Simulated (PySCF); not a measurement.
Gas-phase reaction: 4 SiH2(NH2)2 + 4 N → 3 Si(NH2)4 + Si

Method: PySCF energies (xtb for GFN2) plus ideal-gas RRHO corrections (1 bar). † marks an energy on the PBE0/def2-TZVP geometry and frequencies; other levels use their own. CCSD(T) freezes the core. 6-31G* has spherical d functions here. Open shells (unrestricted): N (multiplicity 4), Si (multiplicity 3); the rest are closed-shell singlets. GFN2 has no spin-polarisation term. Spin-orbit splitting is ignored; it lowers the true energy and changes the entropy of Si. B3LYP is the form with VWN-RPA correlation. SiH2(NH2)2, Si(NH2)4: computed as isolated molecules; such fragments, hydroxides, amides, oligomers or adducts are transient or little studied in the gas. CCSD(T) isn't extrapolated to the basis-set limit.

```json
[
 {"level": "B3LYP/6-31G*", "ΔH°(298 K), kJ": "…"},
 {"level": "CCSD(T)/def2-SVP†", "ΔH°(298 K), kJ": "-1642"},
 {"level": "GFN2-xTB", "ΔH°(298 K), kJ": "-2890"},
 {"level": "HF/def2-TZVP†", "ΔH°(298 K), kJ": "-938"},
 {"level": "M06-2X/def2-TZVP†", "ΔH°(298 K), kJ": "…"},
 {"level": "PBE/def2-SVP", "ΔH°(298 K), kJ": "-2017"},
 {"level": "PBE0/def2-SVP†", "ΔH°(298 K), kJ": "…"},
 {"level": "r2SCAN/def2-TZVP†", "ΔH°(298 K), kJ": "-1900"},
 {"level": "LDA/def2-TZVP†", "ΔH°(298 K), kJ": "-2416"},
 {"level": "ωB97M-V/def2-TZVP†", "ΔH°(298 K), kJ": "…"},
 {"level": "ωB97X-V/def2-TZVP†", "ΔH°(298 K), kJ": "-1935"}
]
```

What belongs in the gaps?


- B3LYP/6-31G*, ΔH°(298 K), kJ: -1803
- M06-2X/def2-TZVP†, ΔH°(298 K), kJ: -1960
- PBE0/def2-SVP†, ΔH°(298 K), kJ: -1904
- ωB97M-V/def2-TZVP†, ΔH°(298 K), kJ: -1959
